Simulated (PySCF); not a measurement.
Work out the structure from these simulated measurements.

Formula: C4H7P.

| Item | Value |
| --- | --- |
| Polarisability | 80.3 au [CAM-B3LYP/def2-SVPD] |
| 13C NMR | chemical shifts (computed TMS as zero) by class: 176.9 (1 C), 158.0 (1 C), 145.0 (1 C), 17.0 (1 C) ppm [GIAO HF/pcSseg-2] |
| UV, strongest line | among the 10 lowest singlet transitions: S2 at 4.93 eV (252 nm, f = 0.383) [TDDFT CAM-B3LYP/def2-SVPD] |
| Dipole | 1.30 D [CAM-B3LYP/def2-SVPD] |
| Rotational structure | rotational constants A, B, C: 12.385, 2.137, 1.844 GHz [PBE0-D3(BJ)/def2-SVP] |
| Valence photoelectron | vertical ionisation energy: 8.71 eV [ΔSCF CAM-B3LYP/def2-SVPD] |
| NMR, other nuclei | isotropic shieldings of nuclei other than C and H, by class: 50 (1 P) ppm [GIAO HF/pcSseg-2] |
| UV, first state | lowest singlet excitation: 4.43 eV (280 nm, f = 0.007) [TDDFT CAM-B3LYP/def2-SVPD] |
| 1H NMR | chemical shifts (computed TMS as zero) by class: 7.98 (1 H), 7.55 (1 H), 6.68 (1 H), 6.64 (1 H), 2.16 (3 H) ppm [GIAO HF/pcSseg-2] |

Electronic properties: PySCF, gas phase, density fitting. Levels stand in brackets. Isolated species at its PBE0-D3(BJ)/def2-SVP geometry (one conformer only). Each NMR value is the plain mean over a class of atoms that symmetry, rotation or inversion makes alike.

Question: Propose a structure and show how it fits.

Answer: Numbering: `[CH2:1]=[P:2]/[CH:3]=[CH:4]\[CH3:5]`. 4 carbons fall into 4 classes; from least to most shielded: carbon bonded to P and 2 H [C1] (176.9 ppm), alkene CH carbon [C4] (158.0 ppm), alkene CH carbon [C3] (145.0 ppm), allylic carbon [C5] (17.0 ppm). Hydrogen classes from least to most shielded: 1 H on a carbon bonded to P and 2 H, C1 (7.98 ppm), 1 H on a carbon bonded to P and 2 H, C1 (7.55 ppm), 1 H on an alkene CH carbon, C3 (6.68 ppm), 1 H on an alkene CH carbon, C4 (6.64 ppm), 3 H on an allylic carbon, C5 (2.16 ppm, a mean of values up to 1.3 ppm apart in this geometry). The other shieldings belong to: 50 ppm, phosphorus bonded to 2 C [P2]. S1 is mainly HOMO−1→LUMO (weight 0.99); the largest Löwdin shares of the orbital it empties are 0.59 on the phosphorus bonded to 2 C, 0.15 on an alkene CH carbon and 0.12 on the carbon bonded to P and 2 H, of the orbital it fills 0.33 on the phosphorus bonded to 2 C, 0.31 on the carbon bonded to P and 2 H, 0.14 on an alkene CH carbon and 0.10 on an alkene CH carbon. The first electron is taken from the HOMO, whose largest Löwdin shares are 0.32 on the carbon bonded to P and 2 H, 0.20 on the phosphorus bonded to 2 C and 0.17 on each of 2 atoms of one kind (alkene CH carbon). The optimised geometry has point group Cs and is an asymmetric top. Structure: `C=P/C=C\C`. The assignments are read from this structure; whether some other isomer fits the data as well wasn't checked.

Conformer computed: `[CH2:1]=[P:2]/[CH:3]=[CH:4]\[CH3:5]`: C1–P2–C3–C4 180°.
